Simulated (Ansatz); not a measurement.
A made-up structure of Si2H3S (charge +1), singlet:

```
6
angstrom
Si -0.7457 0.0777 -0.6457
Si 0.7460 0.1955 1.0202
S 1.1001 -1.1481 -0.4631
H -1.9963 -0.6643 -0.4158
H 0.8422 0.8844 2.2582
H 1.5931 0.4393 2.2085
```

It is relaxed with PBE-D4/def2-SVP and then PBE0-D4/def2-TZVP (Ansatz 0.2.0). Atoms count as bonded within 1.22 times the sum of their covalent radii (H–H: 0.88 Å). The end point is not checked to be a true minimum.

Question: Does its bonding change? (Judge from chemistry; the calculation decides.)

Answer: The calculation gives: Yes. Formed: none; broken: H5–H6.

Where it ends: The first stage lowers the energy by 5.03 eV in 17 steps. It ends as Si₂H₃S ([SiH]1[SiH2][S]1), total charge +1:
```
6
angstrom
Si -0.6326 -0.0882 -0.2575
Si 0.8493 0.3085 1.3741
S 0.5025 -1.6492 0.3794
H -1.6654 -0.1249 -1.3161
H 0.3617 0.3833 2.7611
H 2.1239 0.9550 1.0214
```

Labels in which every atom is bracketed show which atoms are joined, not bond orders.

For scale, one of the runs: PBE0-D4/def2-TZVP relaxation, 129 basis functions, launched by `ansatz run in.yaml --threads 2 --pin off --events-out ev --progress --plain --max-ram 4352MiB`. Hardware: 2 CPU threads of an Arm Neoverse V1, shared host. Wall time about 14 s.
